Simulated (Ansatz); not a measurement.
**Relaxing SbS₂NF₆**

Method: DFT PBEsol, scalar-relativistic, plane waves, PAW in Ansatz 0.2.0.

The start is a database structure of SbS₂NF₆, space group C2/m (No. 12).

The final relaxation ran on this input, with the default PAW datasets:

```yaml
crystal:
  lattice:
    - [4.905227, -3.466742, 0.0]
    - [4.905227, 3.466742, 0.0]
    - [-0.161235, 0.0, 5.509987]
  atoms:
    - { symbol: Sb, position: [0.0, 0.0, 0.0] }
    - { symbol: S, position: [0.640172, 0.640172, 0.613407] }
    - { symbol: S, position: [0.359828, 0.359828, 0.386593] }
    - { symbol: "N", position: [0.5, 0.5, 0.5] }
    - { symbol: F, position: [0.113248, 0.113248, 0.721923] }
    - { symbol: F, position: [0.886752, 0.886752, 0.278077] }
    - { symbol: F, position: [0.309434, 0.91804, 0.148901] }
    - { symbol: F, position: [0.08196, 0.690566, 0.851099] }
    - { symbol: F, position: [0.690566, 0.08196, 0.851099] }
    - { symbol: F, position: [0.91804, 0.309434, 0.148901] }
basis:
  ecutwfc: 420
kpoints:
  mp_grid: { grid: [4, 4, 4] }
hamiltonian:
  xc: pbesol
scf:
  occupations: { method: gaussian, width: 0.02 }
output:
  forces: true
  stress: true
  eigenvalues: true
relax:
  adjacent_minimum: "off"
  f_tol: 0.01
  max_steps: 80
  cell: { stress_tol: 0.05 }
```

Launched as:

```bash
ansatz run input.yaml --threads 1 --pin off --max-ram 2560MiB --backend cpu --events-out ev --progress --plain --runs-dir out
```

It took 4.5 min on 1 thread of Arm Neoverse N1, with other jobs on the host, peak memory 0.53 GiB.

End of the output:

```
SCF converged after 6 iterations
Free energy (F): -13357.201548 eV
Harris-Foulkes:  -13357.201548 eV  (|F-HF|=4.18e-11)
Internal energy: -13357.201548 eV  (E = F + TS)
E sigma→0 (E₀):  -13357.201548 eV
Fermi energy:    1.927599 eV
--- Per-component energies (eV) ---
  E_band       = -698.365924
  E_kinetic    = 1779.230043
  E_local      = -7879.209042  (includes V_loc(G=0)·N_el)
  E_nonlocal   = 922.492328
  E_hartree    = 3178.935514
  E_xc         = -850.761674
  E_vxc        = -942.233940  (∫ρ·V_xc dr)
  E_paw        = -6963.169418  (= ΣΔE_a)
  E_vpaw       = -936.528355  (= ΣTr[D̂ρ^β])
  E_aug_tail   = 0.012100  (compensation charges beyond the density's cutoff)
  E_ewald      = -3545.469910
  E_core_change = 0.738510  (= ΣΔE_core)
  E_smearing   =  0.000000  (= −TS)
  E_closure    =  0.000000  (closes the sum)
  Σ components = -13357.201548   (vs F -13357.201548, Δ=0.00e0)
--- Forces (eV/Å), atoms counted from 1 ---
  atom   1  Sb     0.00000000     0.00000000     0.00000000
  atom   2  S     -0.00355483     0.00000000    -0.00200737
  atom   3  S      0.00355483     0.00000000     0.00200737
  atom   4  N      0.00000000     0.00000000     0.00000000
  atom   5  F      0.00264589     0.00000000    -0.00006163
  atom   6  F     -0.00264589     0.00000000     0.00006163
  atom   7  F     -0.00009182     0.00169196    -0.00166301
  atom   8  F      0.00009182     0.00169196     0.00166301
  atom   9  F      0.00009182    -0.00169196     0.00166301
  atom  10  F     -0.00009182    -0.00169196    -0.00166301
  max |Σ_I F_I| component: 1.30e-18 eV/Å
--- Stress (GPa, compression-positive) ---
       -0.015751       0.000000      -0.004067
        0.000000      -0.031058       0.000000
       -0.004067       0.000000      -0.016733
  P = ⅓ Tr σ = -0.0212 GPa (-0.212 kbar)
--- Relaxed structure (9 steps of the walk, 9 accepted, 3 SCFs on fresh bases) ---
  F+E_penalty+E_count = -13357.20154788 eV   max|allowed force component| = 3.555e-3 eV/Å   (the final SCF, on the basis selected at the relaxed cell)
  cell:  # Å, volume = 176.6797 Å³
    - [4.781445, -3.420328, -0.016767]
    - [4.781445, 3.420328, -0.016767]
    - [-0.176000, 0.000000, 5.402307]
  atoms:
    - { symbol: Sb, position: [0.000000, 0.000000, 0.000000] }
    - { symbol: S, position: [0.645000, 0.645000, 0.615136] }
    - { symbol: S, position: [0.355000, 0.355000, 0.384864] }
    - { symbol: N, position: [0.5, 0.5, 0.500000] }
    - { symbol: F, position: [0.117204, 0.117204, 0.722807] }
    - { symbol: F, position: [0.882796, 0.882796, 0.277193] }
    - { symbol: F, position: [0.311398, 0.918858, 0.154822] }
    - { symbol: F, position: [0.081142, 0.688602, 0.845178] }
    - { symbol: F, position: [0.688602, 0.081142, 0.845178] }
    - { symbol: F, position: [0.918858, 0.311398, 0.154822] }
```

Total energies depend on the potentials used, so only differences within one code and one set of settings carry meaning.

The result has space group C2/m (No. 12). Around Sb lie 6 F at 1.90–1.91 Å; around S lie 1 N at 1.50 Å; N has 2 S at 1.50 Å; around F on Wyckoff site i (2 atoms of the primitive cell) lie 1 Sb at 1.90 Å.

Against the elements it lies at -1.500 eV/atom. Formation energies are uncorrected and refer to the elements' standard structures at the same level (F₂, N₂ as molecules).

No dispersion correction is applied, so the spacing between layers, chains or molecules is poorly fixed, and with it the volume and density. Spin–orbit coupling is left out.

A structure relaxed within its symmetry needn't be a true minimum.